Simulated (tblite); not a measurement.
Compound: C3H6N2.
SMILES with atom numbers: `[H]/[N:1]=[CH:2]\[C@@H:3]1[CH2:4][NH:5]1` (hydrogens: H6 on N1; H7 on C2; H8 on C3; H9, H10 on C4; H11 on N5)

Computed with GFN2-xTB (tblite), gas phase: Langevin dynamics at 400 K from the optimised GFN2-xTB geometry, time step 0.5 fs, friction 0.01 fs⁻¹, 2000 steps.

Start geometry:
```
atom  x, y, z in Å
N1      2.010   -0.176    0.578
C2      1.333    0.191   -0.410
C3     -0.122   -0.021   -0.618
C4     -1.080    0.500    0.400
N5     -0.771   -0.901    0.335
H6      1.464   -0.691    1.271
H7      1.846    0.732   -1.201
H8     -0.450   -0.021   -1.655
H9     -0.678    1.011    1.266
H10    -2.046    0.865    0.067
H11    -1.501   -1.485   -0.059
```

The statistics below take the 31 frames saved every 25 fs from 250 to 1000 fs; their kinetic temperature (all 3N coordinates) averages 411 K.

**Question.** How do the bond lengths spread?

**Answer.** 
```
  bond  start (Å)  mean (Å)  standard deviation (Å)  shortest (Å)  longest (Å)
 N1=C2      1.253     1.257                   0.024         1.221        1.307
 C2–C3      1.485     1.490                   0.035         1.418        1.558
 C3–C4      1.491     1.498                   0.027         1.404        1.549
 C4–N5      1.437     1.441                   0.020         1.406        1.477
 C3–N5      1.450     1.454                   0.026         1.403        1.498
 N1–H6      1.021     1.020                   0.033         0.962        1.099
 C2–H7      1.087     1.100                   0.042         1.024        1.193
 C3–H8      1.088     1.098                   0.039         1.018        1.174
 C4–H9      1.083     1.091                   0.052         0.994        1.206
C4–H10      1.085     1.094                   0.029         1.041        1.151
N5–H11      1.014     1.020                   0.021         0.988        1.080
```

**Question.** Give the same statistics for bond angles, one of each kind.

**Answer.** 
| angle | start (°) | mean (°) | standard deviation (°) | smallest (°) | largest (°) |
| --- | --- | --- | --- | --- | --- |
| C2–N1–H6 | 113.2 | 114.3 | 6.6 | 98.5 | 130.2 |
| N1–C2–C3 | 126.7 | 128.1 | 5.3 | 119.1 | 140.7 |
| N1–C2–H7 | 117.7 | 116.3 | 4.9 | 108.0 | 125.2 |
| C3–C2–H7 | 115.6 | 115.0 | 4.9 | 103.6 | 126.3 |
| C2–C3–C4 | 118.9 | 119.0 | 6.9 | 106.3 | 136.1 |
| C2–C3–N5 | 115.6 | 116.4 | 4.7 | 107.5 | 125.9 |
| C2–C3–H8 | 115.4 | 115.9 | 5.3 | 102.9 | 126.5 |
| C4–C3–N5 | 58.4 | 58.5 | 1.6 | 55.8 | 61.9 |
| C4–C3–H8 | 117.2 | 115.8 | 5.4 | 106.5 | 130.4 |
| N5–C3–H8 | 119.5 | 118.0 | 5.8 | 107.7 | 130.7 |
| C3–C4–N5 | 59.4 | 59.2 | 1.3 | 56.7 | 61.7 |
| C3–C4–H9 | 118.2 | 118.2 | 4.0 | 110.4 | 124.6 |
| C3–C4–H10 | 118.7 | 119.0 | 4.8 | 107.7 | 128.9 |
| N5–C4–H9 | 114.6 | 114.6 | 4.0 | 106.5 | 124.1 |

**Question.** How far does each atom move about its mean position (frames aligned on the start, all atoms weighted alike), and what rms force does it feel?

**Answer.** 
```csv
atom,rms displacement (Å),rms force (eV/Å)
N1,0.17,2.30
C2,0.11,2.41
C3,0.11,1.93
C4,0.11,1.99
N5,0.15,1.47
H6,0.44,1.38
H7,0.38,1.36
H8,0.23,1.31
H9,0.26,1.70
H10,0.18,1.02
H11,0.22,0.88
```

The displacements run from 0.11 to 0.44 Å, the largest at H6.

**Question.** Follow the torsion N1–C2–C3–C4 through every second one of these frames.

**Answer.** 
```
t (fs)  N1–C2–C3–C4 (°)
   250               85
   300               85
   350               81
   400               94
   450               45
   500               54
   550               58
   600               87
   650               80
   700               34
   750               19
   800               38
   850               88
   900               68
   950               52
  1000               35
```

Largest departure from the start value over all these frames: N1–C2–C3–C4 41° (start 57°).

The run is classical and short, so these are rough statistics of one trajectory.

The cost below is that of the whole dynamics run. Time: 9.2 s wall; peak memory 0.18 GiB. Hardware: one thread, Arm Neoverse N1 (aarch64) (shared host).
